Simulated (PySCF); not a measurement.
C-cyanomethanimine, C₂H₂N₂.
Numbering: `[H]/[N:2]=[CH:3]\[C:4]#[N:5]` (hydrogens: H1 on N2; H6 on C3)

The same species was optimised twice, with GFN2-xTB and with PBE0-D3(BJ)/def2-SVP (PySCF), and the same property calculations (PySCF, gas phase) were run on both structures.

```json
{"coordinate": "C3–C4 (Å)", "GFN2-xTB": "1.430", "PBE0-D3(BJ)/def2-SVP": "1.448", "change": "+0.018"}
{"coordinate": "C3–H6 (Å)", "GFN2-xTB": "1.088", "PBE0-D3(BJ)/def2-SVP": "1.101", "change": "+0.013"}
{"coordinate": "C4≡N5 (Å)", "GFN2-xTB": "1.146", "PBE0-D3(BJ)/def2-SVP": "1.159", "change": "+0.013"}
{"coordinate": "N2=C3 (Å)", "GFN2-xTB": "1.257", "PBE0-D3(BJ)/def2-SVP": "1.268", "change": "+0.011"}
{"coordinate": "H1–N2 (Å)", "GFN2-xTB": "1.020", "PBE0-D3(BJ)/def2-SVP": "1.026", "change": "+0.006"}
{"coordinate": "H1–N2–C3 (°)", "GFN2-xTB": "115.7", "PBE0-D3(BJ)/def2-SVP": "111.1", "change": "-4.6"}
{"coordinate": "C3–C4–N5 (°)", "GFN2-xTB": "176.9", "PBE0-D3(BJ)/def2-SVP": "178.8", "change": "+1.9"}
{"coordinate": "N2–C3–H6 (°)", "GFN2-xTB": "118.3", "PBE0-D3(BJ)/def2-SVP": "119.5", "change": "+1.2"}
{"coordinate": "N2–C3–C4 (°)", "GFN2-xTB": "125.9", "PBE0-D3(BJ)/def2-SVP": "125.1", "change": "-0.8"}
{"coordinate": "C4–C3–H6 (°)", "GFN2-xTB": "115.8", "PBE0-D3(BJ)/def2-SVP": "115.4", "change": "-0.4"}
```

Rotational constants: A = 54802, B = 5181, C = 4733 MHz (GFN2-xTB) against A = 54458, B = 5077, C = 4644 MHz (PBE0-D3(BJ)/def2-SVP). Point groups within 0.08 Å: Cs and Cs.

On the GFN2-xTB structure: HOMO (eV) -8.88 [PBE0/pcSseg-1]; LUMO (eV) -2.32 [PBE0/pcSseg-1]; dipole (D) 1.37 [PBE0/pcSseg-1]; GIAO shielding of N2 (ppm) -158.5 [PBE0/pcSseg-1]; GIAO shielding of C3 (ppm) 38.6 [PBE0/pcSseg-1]; GIAO shielding of C4 (ppm) 69.9 [PBE0/pcSseg-1]; GIAO shielding of N5 (ppm) -49.0 [PBE0/pcSseg-1].

Task: What do these properties become on the PBE0-D3(BJ)/def2-SVP structure?

Result: 
| property | level | on GFN2-xTB | on PBE0-D3(BJ)/def2-SVP | change |
| --- | --- | --- | --- | --- |
| HOMO (eV) | PBE0/pcSseg-1 | -8.88 | -9.07 | -0.19 |
| LUMO (eV) | PBE0/pcSseg-1 | -2.32 | -2.39 | -0.07 |
| dipole (D) | PBE0/pcSseg-1 | 1.37 | 1.33 | -0.04 |
| energy, GFN2-xTB geometry as zero (kcal/mol) | PBE0/pcSseg-1 | 0.0 | -0.6 | -0.6 |
| GIAO shielding of N2 (ppm) | PBE0/pcSseg-1 | -158.5 | -154.7 | +3.8 |
| GIAO shielding of C3 (ppm) | PBE0/pcSseg-1 | 38.6 | 33.9 | -4.7 |
| GIAO shielding of C4 (ppm) | PBE0/pcSseg-1 | 69.9 | 67.1 | -2.8 |
| GIAO shielding of N5 (ppm) | PBE0/pcSseg-1 | -49.0 | -53.8 | -4.8 |

The heavy atoms differ by 0.017 Å rms after alignment. Among all bonds C3–C4 changes most (+0.018 Å). Changes are differences of the printed values. Neither structure is proved a minimum here.
